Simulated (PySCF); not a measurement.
Level of theory: B3LYP-D3(BJ)/def2-TZVP (PySCF). Gas-phase values, no solvent. One relaxed conformer stands for a flexible species; it need not be the lowest. B3LYP has the VWN-RPA correlation part, as in Gaussian. 

Reference species (SMILES): `C[C]C` (near-degenerate triplet) (neutral, multiplicity 3).

```json
{
  "highest_occupied_spin_orbital": "-5.05 eV"
}
```

Changed species: `C[C]C=O` (triplet; the order of the spin states depends on the level; C–C–C–O torsion 180°) (X = formyl, multiplicity 3; the reference has X = methyl, multiplicity 3).

What does the change do to the highest occupied spin orbital?

the highest occupied spin orbital drops by 2.00 eV, to -7.05 eV.
